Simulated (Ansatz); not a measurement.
**[Cl···H···O], triplet: the ladder up to UCCSDT(Q)**

Geometry: a point of a hydrogen-transfer path between rigid fragments, not a stationary point.

```xyz
3

Cl    0.0000    0.0000   -1.4770
H     0.0000    0.0000    0.0670
O     0.0000    0.0000    1.4100
```

Basis cc-pVDZ; Ansatz 0.2.0. Correlated methods freeze the noble-gas cores, which leaves 14 electrons in 31 orbitals. Prefix R: restricted or restricted open-shell reference; prefix U: unrestricted. Active spaces: pair = (4e, 4o) about the gap; valence = (14e, 9o) chosen from the atoms' valence shells.

Full CI isn't at hand for all of this; UCCSDT(Q) serves as the reference, and is uncertain by about the last step of the cluster series. The frozen core follows each run's orbitals, which can shift R against U totals by a few meV.

For open shells CISD is restricted-active-space CI with the open shells as a complete middle space.

```
UHF ⟨S²⟩                          : 2.012
T1 diagnostic (RCCSD)             : 0.0213
largest doubles amplitude (RCCSD) : 0.058
T1 diagnostic (UCCSD)             : 0.0179
```

```
   level  E − E(RHF) (eV)
     UHF          -0.1729
    RMP2          -7.1433
    UMP2          -7.1542
   RCCSD          -7.9810
   UCCSD          -7.9835
RCCSD(T)          -8.1076
UCCSD(T)          -8.1091
```

(1) Estimate how far UCCSDT(Q) in cc-pVDZ lies from RCCSD(T). The table doesn't fix it; the size of (T) and the diagnostics are the guide.

(1) UCCSDT(Q) in cc-pVDZ lies 3.8 kJ/mol below RCCSD(T), which is 31 % of the (T) step (-12.2 kJ/mol). The diagnostics give no warning, yet the rest is a sizeable part of (T).

The other levels:

```csv
level,E − E(UCCSDT(Q)) (kJ/mol),share of correlation (%),wall time
CISD,69.2,91.20,7.5 s
BCCD(T),3.7,99.53,6 s
RCCSDT,1.5,99.81,–
UCCSDT,1.4,99.82,–
RCCSDT(Q),0.3,99.96,29 s
CASSCF (pair space),745.5,5.16,–
MRCISD (pair space),61.9,92.13,–
MRCISD+Q (pair space),4.9,99.37,5 s
CASSCF (valence space),731.9,6.89,–
NEVPT2 (valence space),142.8,81.84,2.8 s
MRCISD (valence space),56.8,92.78,–
MRCISD+Q (valence space),3.5,99.56,5.5 s
```

The correlation energy at UCCSDT(Q), counted from RHF, is -8.147 eV. That run took 23 s on 1 thread of Intel Xeon Platinum 8175M, shared host.

Times hold each run's SCF and search for its determinant on a shared host, so for small cases they say little of a method's own cost; they ran on 1 thread of Intel Xeon Platinum 8175M.

Natural occupations of CASSCF (valence space) about the gap: 1.999 1.993 1.976 1.001 1.001 0.031; effectively unpaired electrons, Σ n²(2−n)², 2.01.
